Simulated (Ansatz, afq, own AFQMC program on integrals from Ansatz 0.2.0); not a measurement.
# H$_{2}$Cl, doublet: AFQMC among the cluster methods

```xyz
3

Cl    0.0000    0.0000   -1.2530
H     0.0000    0.0000    0.1920
H     0.0000    0.0000    1.0610
```

Basis cc-pVTZ. Noble-gas cores (and the filled d shells of Ga–Kr and In–Xe) are frozen. Integrals, coupled cluster, full CI and functionals: Ansatz 0.2.0; the random walks run on the same integrals in our own AFQMC program. The CISD trial takes its coefficients from CCSD amplitudes. Released means that phaseless walkers are propagated on without the constraint, phases kept. ± is one standard error of the sampling.

Determinant: UHF, the one that the program's search chose, which needn't be the lowest solution. The geometry is a point of a scan.

No full CI on the walks' own integrals is used here; CCSDT(Q) serves as the reference and is uncertain by about the last step of the cluster series.

Cautions: the released energies have errors that jump between times, so the bars are unsure, so no released level is given (meV from the phaseless value at times in 1/Eh: -2.1 ± 1.8 at 0.24, 67 ± 71 at 0.51, -7.9 ± 1.9 at 0.99, -8 ± 3 at 1.62, -10 ± 3 at 2.40), though the last usable value meets CCSDT(Q) within the noise.

```
T1 diagnostic                               : 0.0133
weight of the determinant in the CISD state : 0.908
⟨S²⟩ of the determinant                     : 0.787
size of the correlated space                : 9 electrons in 57 orbitals
```

Reference: CCSDT(Q), correlation energy -6.686 eV.

```
        level  E − E(reference) (kcal/mol)  share of correlation (%)
           HF                       154.18                      0.00
          MP2                        22.18                     85.62
         CCSD                         5.82                     96.23
      CCSD(T)                         0.64                     99.58
        CCSDT                         0.20                     99.87
ph-AFQMC/CISD                  0.13 ± 0.06                     99.91
```

A walk keeps the symmetry of its determinant, which the program's search chose and which needn't be the lowest solution, so a lower state of the same spin and another symmetry isn't excluded.
